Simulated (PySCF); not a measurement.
C₃H₇OP.
Bonds: C1–P2, P2–C3, C3–C4, C3–O5 (double). Hydrogens: H6, H7, H8 on C1; H9 on P2; H10, H11, H12 on C4.

The calculation used TDDFT PBE0/def2-SVPD, vertical, gas phase, core orbitals frozen in the response in PySCF 2.14.0, density-fitted response routines. The structure is a single GFN2-xTB conformer in the gas phase; no vibrational or solvent corrections. Torsions of this conformer, `[CH3:1][PH:2][C:3]([CH3:4])=[O:5]`: C1–P2–C3–C4 57°.

Q: Predict the UV-vis stick spectrum at this level.

A: 

```tsv
state	E (eV)	λ (nm)	ν̃ (cm⁻¹)	f	main configurations (H = HOMO, L = LUMO)
S1	3.90	317.9	31450	0.0087	H→L (88%), H-1→L (9%)
S2	5.69	218.0	45860	0.055	H-1→L (76%), H→L+1 (9%)
S3	5.89	210.6	47480	0.0011	H→L+1 (88%), H-1→L (8%)
S4	6.41	193.3	51730	0.071	H→L+2 (88%)
S5	6.65	186.3	53660	0.081	H→L+3 (90%)
S6	7.19	172.4	58020	0.034	H-1→L+1 (88%)
S7	7.43	166.9	59920	0.0098	H→L+4 (68%), H-1→L+2 (23%)
S8	7.51	165.0	60600	0.034	H-1→L+2 (69%), H→L+4 (19%)
```

Triplets (Tamm–Dancoff): T1 3.23 eV, H→L (92%); T2 4.82 eV, H-1→L (81%); T3 5.34 eV, H→L+1 (49%), H→L+2 (20%), H→L+3 (13%).

The lowest singlet comes at 318 nm (376 kJ/mol) in the ultraviolet; it is weak; its leading configuration is HOMO→LUMO (88%). The strongest level in the table is S5 at 6.65 eV (186 nm, f = 0.081). Löwdin shares by element: HOMO oxygen 37%, phosphorus 34%, carbon 18% or more; LUMO carbon 44% or more, oxygen 31%, phosphorus 12%. Orbital energies (eV): HOMO-3 -10.57, HOMO-2 -10.18, HOMO-1 -8.01, HOMO -6.76, LUMO -0.95, LUMO+1 0.28, LUMO+2 0.82. The listed states span 3.61 eV, and the widest gap between neighbours is 1.79 eV (S1 to S2). Weighted by f, the mean energy of these states is 6.52 eV. No computed singlet lies in the visible range (380 to 750 nm); the lowest, at 318 nm, stands 0.64 eV above its violet end (3.26 eV); a Tamm–Dancoff triplet lies at 384 nm, without intensity as long as spin–orbit coupling is left out. Singlets were solved by full linear response, triplets in the Tamm–Dancoff approximation.
